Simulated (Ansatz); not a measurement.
## SiH2F2 (SMILES F[SiH2]F): the energy, rung by rung

SiH2F2: 5 atoms, total charge 0, spin state singlet. As SMILES, `F[SiH2]F`. Geometry: relaxed at PBE0-D4/def2-TZVP.

```xyz
5

F    -1.0790    0.5382    0.9807
Si   -0.0052   -0.0005   -0.0541
F     1.2476   -0.5206    0.7669
H    -0.5905   -1.1387   -0.7863
H     0.4271    1.1217   -0.9073
```

Quantity: the energy change with the F1–Si2 bond stretched from 1.586 to 3.964 Å, in eV. The values are calculated.

```
                        level                    kind  program  value (eV)  less FCI/STO-3G
       HF/STO-3G (restricted)            Hartree–Fock   Ansatz       10.97            +6.76
     BLYP/STO-3G (restricted)                     GGA   Ansatz        6.57            +2.36
   r2SCAN/STO-3G (restricted)                meta-GGA   Ansatz        7.07            +2.86
    B3LYP/STO-3G (restricted)           global hybrid   Ansatz        7.54            +3.33
CAM-B3LYP/STO-3G (restricted)  range-separated hybrid   Ansatz        8.51            +4.30
    wB97X/STO-3G (restricted)  range-separated hybrid   Ansatz        8.71            +4.50
   B2PLYP/STO-3G (restricted)           double hybrid   Ansatz        5.61            +1.40
      MP2/STO-3G (restricted)     perturbation theory   Ansatz        4.45            +0.24
    CCSDT/STO-3G (restricted)   coupled cluster or CI   Ansatz        4.24            +0.03
                   FCI/STO-3G      exact in the basis   Ansatz        4.21             0.00
```

FCI/STO-3G is exact within its basis and frozen core, so for wave-function methods in that basis the difference is their error; functionals converge differently with the basis, so for them it is only a difference. A spin-restricted reference rises too steeply as a bond breaks; here HF/STO-3G, BLYP/STO-3G, r2SCAN/STO-3G, B3LYP/STO-3G, CAM-B3LYP/STO-3G, wB97X/STO-3G, B2PLYP/STO-3G lie well above the multireference or unrestricted value. The first shape isn't each level's own minimum. The values span 4.21 to 10.97 eV. All rows use very small basis sets, so none should be taken for the real molecule's value.
